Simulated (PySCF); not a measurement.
Homolysis of single bonds, series SiH2(OH)-X. Isolated molecules, 0 K electronic values unless said otherwise. One relaxed conformer stands for each flexible species; it need not be the lowest. Strings in code marks are SMILES.

Computed with PySCF with PBE-D3(BJ)/def2-TZVP // PBE0-D4/def2-TZVP. 

```json
[
 {"species": "whole molecule (`[SiH3]O`)", "highest occupied spin orbital (eV)": "–"},
 {"species": "radical fragment (`[OH]`)", "highest occupied spin orbital (eV)": "-7.16"},
 {"species": "whole molecule (`C[SiH2]O` (C–Si–O–H torsion 70°))", "highest occupied spin orbital (eV)": "–"},
 {"species": "radical fragment (`[CH2][SiH2]O`)", "highest occupied spin orbital (eV)": "-5.56"},
 {"species": "radical fragment (`F[SiH2]`)", "highest occupied spin orbital (eV)": "-5.35"},
 {"species": "radical fragment (`[SiH2]Br`)", "highest occupied spin orbital (eV)": "-5.39"}
]
```
